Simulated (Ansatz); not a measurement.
**One shape, several levels: triplet CH7BSi**

Aim: a comparison of 5 runs (UHF/6-311+G**, U-wB97X/6-311+G**, UBLYP/6-311+G**, UPBE/6-311+G**, USVWN5/6-311+G**) of triplet CH7BSi. 

The calculation is run with Ansatz 0.2.0.

65 further runs of the same task are left out: 65 set aside as unsound or not needed.

### 1 The structure to begin with

CH7BSi has 10 atoms, charge 0, and is taken as a triplet. As SMILES of the parent species, `CB[SiH3]`. Geometry: relaxed at PBE0-D4/def2-TZVP. That shape belongs to the parent species and isn't relaxed for this state.

Bond lengths: C1–B2 1.550 Å, B2–Si3 2.018 Å, C1–H4 1.106 Å, C1–H5 1.092 Å, C1–H6 1.091 Å, B2–H7 1.201 Å, Si3–H8 1.491 Å, Si3–H9 1.491 Å, Si3–H10 1.494 Å. Some angles: C1–B2–Si3 124.4°, C1–B2–H7 118.6°, Si3–B2–H7 117.0°, B2–C1–H4 102.7°, B2–C1–H5 114.9°, B2–C1–H6 116.1°, B2–Si3–H8 111.7°, B2–Si3–H9 114.0°, B2–Si3–H10 107.9°, H4–C1–H5 105.3°.

### 2 A single-point energy at UHF/6-311+G(d,p) (run 1)

The input, molecule.yaml:

```yaml
crystal:
  periodic: [false, false, false]
  atoms:
    - {symbol: C, position_ang: [-1.087900, 0.975000, -0.576900]}
    - {symbol: B, position_ang: [0.112000, 0.000300, -0.689900]}
    - {symbol: Si, position_ang: [1.014100, -0.883100, 0.884800]}
    - {symbol: H, position_ang: [-1.958400, 0.307500, -0.716200]}
    - {symbol: H, position_ang: [-1.157900, 1.712200, -1.380000]}
    - {symbol: H, position_ang: [-1.228600, 1.454100, 0.393400]}
    - {symbol: H, position_ang: [0.516800, -0.288200, -1.783700]}
    - {symbol: H, position_ang: [1.154200, -2.354100, 0.685500]}
    - {symbol: H, position_ang: [0.324900, -0.654200, 2.186700]}
    - {symbol: H, position_ang: [2.393700, -0.320800, 0.999300]}
basis:
  gaussian: {orbitals: 6-311+G_st__st_-spherical.json}
magnetization: {spin_polarized: true, initial_magnetization: 2}
hamiltonian: {xc: hf}
accuracy: high
output: {orbitals: {seedname: orbitals}}
```

The basis set 6-311+G** is read from a file made from the Basis Set Exchange's data (not shown).

Command:

```sh
$ ansatz run molecule.yaml --threads 1 --pin off --max-ram 3480MiB --events-out events.jsonl --progress --plain --runs-dir runs
```

Log:

```text
Warning: RAYON_NUM_THREADS=1 ignored (pool sized by the plan → 1); use --threads N
Functional definition: HF
  name "HF"
  exchange = exact_x
  correlation = 0
2301 factors; integrals over basis functions are off by at most 4.2e-9 eV
mean field evaluation 1: about -9668.0882 eV, gradient 2.1e1 eV
mean field evaluation 2: about -9668.0924 eV, gradient 2.1e1 eV
mean field evaluation 4: about -9671.3091 eV, gradient 2.7e0 eV
mean field evaluation 8: about -9671.4605 eV, gradient 1.6e-1 eV
mean field evaluation 16: about -9666.4612 eV, gradient 1.5e1 eV
mean field evaluation 32: about -9671.3046 eV, gradient 2.7e0 eV
mean field -9671.46199296 eV, -355.4196726890 hartree, gradient 2.8e-8 eV, S^2 2.011564; 0 other end points of the search recorded, 0 dependent functions left out
reference -9671.46199296 eV, -355.4196726890 hartree; 17, 15 occupied and 99, 101 virtual orbitals, 2301 factors
Total energy: -9671.46199296 eV, -355.4196726890 hartree
```

Wall time 6.6 s (1 thread of Arm Neoverse V2, shared host); peak memory 0.39 GiB.

### 3 The energy at U-wB97X/6-311+G(d,p) (run 2)

The input, input.yaml:

```yaml
crystal:
  periodic: [false, false, false]
  atoms:
    - {symbol: C, position_ang: [-1.087900, 0.975000, -0.576900]}
    - {symbol: B, position_ang: [0.112000, 0.000300, -0.689900]}
    - {symbol: Si, position_ang: [1.014100, -0.883100, 0.884800]}
    - {symbol: H, position_ang: [-1.958400, 0.307500, -0.716200]}
    - {symbol: H, position_ang: [-1.157900, 1.712200, -1.380000]}
    - {symbol: H, position_ang: [-1.228600, 1.454100, 0.393400]}
    - {symbol: H, position_ang: [0.516800, -0.288200, -1.783700]}
    - {symbol: H, position_ang: [1.154200, -2.354100, 0.685500]}
    - {symbol: H, position_ang: [0.324900, -0.654200, 2.186700]}
    - {symbol: H, position_ang: [2.393700, -0.320800, 0.999300]}
basis:
  gaussian:
    orbitals: 6-311+G_st__st_-spherical.json
magnetization:
  spin_polarized: true
  initial_magnetization: 2
hamiltonian:
  xc: {name: wB97X}
accuracy: high
output:
  orbitals: {seedname: orbitals}
```

The basis set 6-311+G** is read from a file made from the Basis Set Exchange's data (not shown).

Command:

```sh
$ ansatz run input.yaml --threads 1 --pin off --max-ram 3480MiB --events-out events.jsonl --progress --plain --runs-dir runs
```

Log, cut to the lines that bear on the results:

```text
Warning: RAYON_NUM_THREADS=1 ignored (pool sized by the plan → 1); use --threads N
Functional definition: wB97X
  name "wB97X"
[...]
      + exact_x_lr(omega)
[...]
      + integral(e_c_pw_opposite_spin*poly(b97_u_opposite, 1, cos1, cos2, cos3, cos4))
2301 factors; integrals over basis functions are off by at most 4.2e-9 eV
484 factors; integrals over basis functions are off by at most 2.3e-9 eV
[...]
mean field -9700.50738594 eV, -356.4870711931 hartree, gradient 9.7e-8 eV, S^2 2.005726; 0 other end points of the search recorded, 0 dependent functions left out
reference -9700.50738209 eV, -356.4870710516 hartree; 17, 15 occupied and 99, 101 virtual orbitals, 2301 factors
Total energy: -9700.50738209 eV, -356.4870710516 hartree
```

Wall time 72 s (1 thread of Arm Neoverse V2, shared host); peak memory 1 GiB.

Run 3 isn't shown in full; the table further down has it.

### 4 A single-point energy at UPBE/6-311+G(d,p) (run 4)

molecule.yaml, as its differences from that of step 2:

```diff
@@ -16,3 +16,3 @@
 magnetization: {spin_polarized: true, initial_magnetization: 2}
-hamiltonian: {xc: hf}
+hamiltonian: {xc: pbe}
 accuracy: high
```

The basis set 6-311+G** is read from a file made from the Basis Set Exchange's data (not shown).

Command:

```sh
$ ansatz run molecule.yaml --threads 1 --pin off --max-ram 3480MiB --events-out events.jsonl --progress --plain --runs-dir runs
```

Log:

```text
Warning: RAYON_NUM_THREADS=1 ignored (pool sized by the plan → 1); use --threads N
Functional definition: PBE
  name "PBE"
  parameter kappa = 0.804
  parameter beta = 0.06672455060314922
  exchange = pbe_x(kappa = kappa, mu = beta*pi^2/3)
  correlation = pbe_c(beta = beta)
2301 factors; integrals over basis functions are off by at most 4.2e-9 eV
mean field evaluation 1: about -9683.0842 eV, gradient 4.6e1 eV
mean field evaluation 2: about -9645.5347 eV, gradient 8.0e1 eV
mean field evaluation 4: about -9693.5414 eV, gradient 8.9e0 eV
mean field evaluation 8: about -9694.1916 eV, gradient 4.4e-1 eV
mean field evaluation 16: about -9694.1932 eV, gradient 2.0e-4 eV
mean field -9694.19321025 eV, -356.2550295165 hartree, gradient 9.7e-8 eV, S^2 2.004083; 1 other end points of the search recorded, 0 dependent functions left out
reference -9694.19321792 eV, -356.2550297985 hartree; 17, 15 occupied and 99, 101 virtual orbitals, 2301 factors
Total energy: -9694.19321792 eV, -356.2550297985 hartree
```

Run time: 14 s. Hardware: 1 thread of Arm Neoverse V2, shared host; peak memory 0.39 GiB.

### 5 The energy at USVWN5/6-311+G(d,p) (run 5)

The input, job.yaml:

```yaml
crystal:
  periodic: [false, false, false]
  atoms:
    - {symbol: C, position_ang: [-1.087900, 0.975000, -0.576900]}
    - {symbol: B, position_ang: [0.112000, 0.000300, -0.689900]}
    - {symbol: Si, position_ang: [1.014100, -0.883100, 0.884800]}
    - {symbol: H, position_ang: [-1.958400, 0.307500, -0.716200]}
    - {symbol: H, position_ang: [-1.157900, 1.712200, -1.380000]}
    - {symbol: H, position_ang: [-1.228600, 1.454100, 0.393400]}
    - {symbol: H, position_ang: [0.516800, -0.288200, -1.783700]}
    - {symbol: H, position_ang: [1.154200, -2.354100, 0.685500]}
    - {symbol: H, position_ang: [0.324900, -0.654200, 2.186700]}
    - {symbol: H, position_ang: [2.393700, -0.320800, 0.999300]}
basis:
  gaussian: {orbitals: 6-311+G_st__st_-spherical.json}
magnetization: {spin_polarized: true, initial_magnetization: 2}
hamiltonian: {xc: {name: SVWN5}}
accuracy: high
output: {orbitals: {seedname: orbitals}}
```

The basis set 6-311+G** is read from a file made from the Basis Set Exchange's data (not shown).

Command:

```sh
$ ansatz run job.yaml --threads 1 --pin off --max-ram 3480MiB --events-out events.jsonl --progress --plain --runs-dir runs
```

Log:

```text
Warning: RAYON_NUM_THREADS=1 ignored (pool sized by the plan → 1); use --threads N
Functional definition: SVWN5
  name "SVWN5"
  exchange = slater_x
  correlation = vwn5_c
2301 factors; integrals over basis functions are off by at most 4.2e-9 eV
mean field evaluation 1: about -9637.3978 eV, gradient 4.9e1 eV
mean field evaluation 2: about -9582.5147 eV, gradient 9.0e1 eV
mean field evaluation 4: about -9648.8379 eV, gradient 1.3e1 eV
mean field evaluation 8: about -9650.3998 eV, gradient 3.2e-1 eV
mean field evaluation 16: about -9650.4006 eV, gradient 7.6e-5 eV
mean field evaluation 32: about -9649.8731 eV, gradient 1.9e0 eV
mean field -9650.40058356 eV, -354.6456801693 hartree, gradient 2.7e-8 eV, S^2 2.002773; 2 other end points of the search recorded, 0 dependent functions left out
reference -9650.40059054 eV, -354.6456804260 hartree; 17, 15 occupied and 99, 101 virtual orbitals, 2301 factors
Total energy: -9650.40059054 eV, -354.6456804260 hartree
```

Wall time 8.7 s (1 thread of Arm Neoverse V2, shared host); peak memory 0.36 GiB.

### 6 All runs side by side

```csv
run,level,energy (Eh),HOMO energy (eV),⟨S²⟩,wall time
1,UHF/6-311+G**,-355.419673,-6.99,2.012,6.6 s
2,U-wB97X/6-311+G**,-356.487071,-6.49,2.006,72 s
3,UBLYP/6-311+G**,-356.463401,-3.10,2.003,14 s
4,UPBE/6-311+G**,-356.255030,-3.33,2.004,14 s
5,USVWN5/6-311+G**,-354.645680,-3.29,2.003,8.7 s
```

### 7 Outcome

| quantity | value |
| --- | --- |
| run 5: total energy | -354.64568 Eh |
| run 5: HOMO energy (highest over α and β) | -3.29 eV |
| run 5: ⟨S²⟩ | 2.003 |

What this shows: Totals of different functionals can't be ranked against each other. All runs together took 1.9 min, the longest 72 s.
